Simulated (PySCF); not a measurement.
# CH₃FMg, a cluster of ions: interaction energy

The task here is to estimate one member of a computed series from the others.

Programs: PySCF 2.14.0. All values are calculated, for the isolated system unless a continuum is named. Atoms count from 0, parts from 1.

## Starting point

6 atoms, charge 0, multiplicity 1; geometry: GFN2-xTB. Parts: 1 = atoms 0–4, `[CH3][Mg+]`, charge 1; 2 = atom 5, `[F-]`, charge -1.

Set-up of the first run:

What the job is given:

```
{"job": {"xc": "PBE0", "basis": "def2-SVPD", "d3": "d3bj", "grid": 2, "kind": "geom"}, "charge": 0, "multiplicity": 1, "parts": [{"atoms": "0-4", "charge": 1, "multiplicity": 1}, {"atoms": "5-5", "charge": -1, "multiplicity": 1}]}
C     -0.162560     0.152402    -0.234850
Mg     0.999497    -0.642785     1.292369
H      0.353939     1.060745    -0.529124
H     -1.147219     0.401427     0.146698
H     -0.256991    -0.512216    -1.085667
F      2.068210     0.362666     2.190360
```

Run with:

```sh
> OMP_NUM_THREADS=1 python cluster_run.py task.json out
```

The driver reads the jobs from task.json and runs them one after another.

Steps of the session up to this table: Optimising the geometry at PBE0-D3(BJ)/def2-SVPD; Coupled-cluster interaction energy: CCSD(T) and MP2.

One table of the session follows, with a row left open; its other results are not shown here.

It belongs to the step «Coupled-cluster interaction energy: CCSD(T) and MP2». 

| method | interaction energy (kcal/mol) |
| --- | --- |
| HF/aug-cc-pVDZ | -222.51 |
| MP2/aug-cc-pVDZ | ? |
| CCSD/aug-cc-pVDZ | -216.31 |
| CCSD(T)/aug-cc-pVDZ | -215.11 |
| HF/aug-cc-pVTZ | -223.56 |
| MP2/aug-cc-pVTZ | -216.66 |
| SCS-MP2/aug-cc-pVTZ | -216.61 |
| MP2, extrapolated | -217.06 |
| CCSD(T), limit estimate | -217.51 |

Q: Estimate the row for MP2/aug-cc-pVDZ from the others.

**Answer.** interaction energy (kcal/mol): -214.66. In the column «interaction energy (kcal/mol)» it is the highest.

In this run the core of Mg (2s2p) is correlated, in a basis without core functions; only the other cores are frozen.

To keep in mind: The interaction energy leaves out the deformation of the parts, 1.24 kcal/mol (MP2); added to the CCSD(T) estimate it gives a binding of about -216.3 kcal/mol.
